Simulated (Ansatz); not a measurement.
System: diamond-structure Ge. Method: PBE0-D3(BJ) (plane waves, PAW; Ansatz, a quantum-chemistry and plane-wave program).

Input file:

Ansatz 0.2 input:
```yaml
crystal:
  lattice:
    - [0.0, 2.810434137, 2.810434137]
    - [2.810434137, 0.0, 2.810434137]
    - [2.810434137, 2.810434137, 0.0]
  atoms:
    - { symbol: Ge, position: [0.0, 0.0, 0.0] }
    - { symbol: Ge, position: [0.25, 0.25, 0.25] }
basis:
  ecutwfc: 460
  ecutrho_ratio: 4
  xc_grid: 2
kpoints:
  mp_grid: { grid: [8, 8, 8] }
hamiltonian:
  xc: pbe0
  dispersion: d3bj
  pseudopotentials: { kind: paw }
scf:
  occupations: { method: fermi_dirac, width: 0.01 }
  convergence: { dr2_threshold: 0.0000000002 }
output:
  forces: true
  stress: true
  eigenvalues: true
```

From the output:

```
WARN output.stress: scf.exx.energy_threshold = 1e-6 eV is looser than the 2e-8 eV advised for a stress under a hybrid functional (1e-8 eV for each atom of the …
Crystal: 2 atoms, lattice volume = 44.397 Å³
Basis set: ecut = 460 eV, 965 PW (Γ), exchange–correlation on 60×60×60 points (8 copies of the dense FFT grid, shifted against one another)
Bands: 18, of which v1, the nominal top of the filled ones, is band 14 counted from 1 (13 counted from 0)
Symmetry: 48 space group operations
Space group: Fd-3m (ITA 227), of the structure as read, at distance tolerance 3.5e-5 Å
k-points: 29 of 512
Functional: x = pbe(κ = 0.804, μ = 0.2195149727645171), c = pbe(β = 0.06672455060314922), warm-up for x = 0.75 pbe(κ = 0.804, μ = 0.2195149727645171) + 0.25 exact, c = pbe(β = 0.06672455060314922)
SCF iter   1: F=—  HF=-8590.572109 eV  |F-HF|=—  |Δ(HF+E_count)|=         —  Δρ=8.96e-4  dr2=3.70e-4
SCF iter   2: F=—  HF=-8590.572527 eV  |F-HF|=—  |Δ(HF+E_count)|=   4.18e-4  Δρ=4.18e-4  dr2=7.10e-5
  ...
Crystal: 2 atoms, lattice volume = 44.397 Å³
Initial density: handed on by an earlier stage of this run
Functional: x = 0.75 pbe(κ = 0.804, μ = 0.2195149727645171) + 0.25 exact, c = pbe(β = 0.06672455060314922)
Crystal: 2 atoms, lattice volume = 44.397 Å³
SCF iter   5: F=—  HF=-8592.349235 eV  |F-HF|=—  |Δ(HF+E_count)|=   6.57e-9  Δρ=2.45e-7  dr2=4.24e-10
SCF iter   6: F=-8592.349235 eV  HF=-8592.349235 eV  |F-HF|=7.82e-11  |Δ(HF+E_count)|=   2.66e-9  Δρ=3.15e-7  dr2=4.64e-11
SCF 3 converged in 6 iterations: F = -8592.349235 eV  dr2 = 4.64e-11
Free energy (F): -8592.349235 eV
Internal energy: -8592.349235 eV  (E = F + TS)
E sigma→0 (E₀):  -8592.349235 eV
Fermi energy:    8.948551 eV
--- Forces (eV/Å), atoms counted from 1 ---
  atom   1  Ge     0.00000000    -0.00000000     0.00000000
  atom   2  Ge     0.00000000     0.00000000    -0.00000000
--- Stress (GPa, compression-positive) ---
       -0.007019       0.000000      -0.000000
        0.000000      -0.007019       0.000000
       -0.000000       0.000000      -0.007019
  P = ⅓ Tr σ = -0.0070 GPa (-0.070 kbar)
```

The PAW data were made under PBE.
